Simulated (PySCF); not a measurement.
Atoms are numbered as in `[O:1]=[C:2]([OH:3])[CH:4]([F:5])[F:6]`. Hydrogens are named by the atom that carries them.

- coordinates at the PBE0-D3(BJ)/def2-SVP level
- shieldings: GIAO PBE/pcSseg-2
- run in PySCF
- non-relativistic Hamiltonian, one conformer, in vacuum, fast rotation and ring inversion assumed for equivalent nuclei

References, each an isolated molecule treated in the same way: 13C (σref 179.39) and 1H (σref 31.18) against TMS; H2O for 17O (σref 327.88); 19F (σref 142.93) against CFCl3.

```tsv
atoms	nucleus	count	δ (ppm)
H(C4)	1H	1	?
O1	17O	1	425.6
F5/F6	19F	2	-158.8
C2	13C	1	170.9
O3	17O	1	214.8
C4	13C	1	?
H(O3)	1H	1	6.06
```

Q: Fill in the missing shifts.

A: 
- C4: 117.7 ppm, sp3 CH bonded to 2 F, α to a carbonyl; 2 electronegative neighbours deshield it
- H(C4): 6.18 ppm, hydrogen on an sp3 CH bonded to 2 F, α to a carbonyl; its carbon carries F, which withdraws density

Exchangeable OH/NH protons stand at their gas-phase positions; hydrogen bonding in a real sample shifts them, mostly to higher δ. Shifts are as computed, not scaled to solution data. Of 1211 compounds with measured shifts, 218 miss one by over three times the rms of a fit or turn the order of signals round; such compounds aren't used in these exercises. In solution the two oxygens of a carboxylic acid exchange roles by proton transfer and give one 17O line. Hydrogen bonding in solution shields acid and N–H amide carbonyl oxygens by tens of ppm. The C=O carbon of an acid or of an amide with N–H lies up to 10 ppm further downfield in solution, through hydrogen bonding that the calculation lacks. Unscaled 19F shifts against computed CFCl3 carry errors that often reach 10 to 50 ppm. Unscaled 17O shifts of doubly bonded oxygen tend to come out too high, by tens of ppm or more. Experimental scales use liquid or dissolved standards, which lie at an offset from isolated H2O (liquid H2O: subtract about 36 ppm).
